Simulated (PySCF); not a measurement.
Dipole moment and polarisability across levels of theory

Species: 2-butanone, C4H8O.
Numbering: `[CH3:1][CH2:2][C:3]([CH3:4])=[O:5]` (hydrogens: H6, H7, H8 on C1; H9, H10 on C2; H11, H12, H13 on C4)

PySCF, dipoles from the SCF density, polarisabilities from static response with core orbitals frozen. Geometry: PBE0-D3(BJ)/def2-SVP, one conformer, isolated molecule.

Reference polarisability: 8.190 Å³ (measured, gas; NIST CCCBDB Release 22 (SRD 101), experimental polarizabilities). The anisotropy is √(½[(α1 − α2)² + (α2 − α3)² + (α3 − α1)²]).

```
              level  μ (D)  α (Å³)  error (%)  anisotropy (Å³)
     PBE0/def2-SVPD  2.964    7.88       -3.8             2.25
CAM-B3LYP/def2-SVPD  3.032    7.84       -4.3             2.13
  wB97X-D/def2-SVPD  3.010    7.83       -4.3             2.14
  LC-wPBE/def2-SVPD  3.026    7.64       -6.7             2.03
        PBE0/6-31G*  2.697    6.54      -20.2             1.83
       PBE0/6-31+G*  2.981    7.34      -10.4             2.13
      PBE0/def2-SVP  2.727    6.74      -17.6             1.94
   PBE0/aug-cc-pVDZ  2.909    8.05       -1.7             2.40
     PBE0/def2-TZVP  2.853    7.64       -6.7             2.20
    PBE0/def2-TZVPD  2.905    8.03       -1.9             2.38
```

For the polarisability, the smallest error is 1.7% (PBE0/aug-cc-pVDZ) and the largest 20.2% (PBE0/6-31G*). The dipole runs from 2.70 D (PBE0/6-31G*) to 3.03 D (CAM-B3LYP/def2-SVPD). In one basis (def2-SVPD) the functionals order the polarisability from LC-wPBE (lowest) to PBE0 (highest), a spread of 3%. With PBE0 the polarisability is 6.97 Å³ without diffuse functions (mean of 6-31G*, def2-SVP and def2-TZVP) and 7.83 Å³ with them (mean of 6-31+G*, def2-SVPD, aug-cc-pVDZ and def2-TZVPD). Measured values can belong to vibrating molecules and may average over conformers; the computed ones are for one fixed geometry.
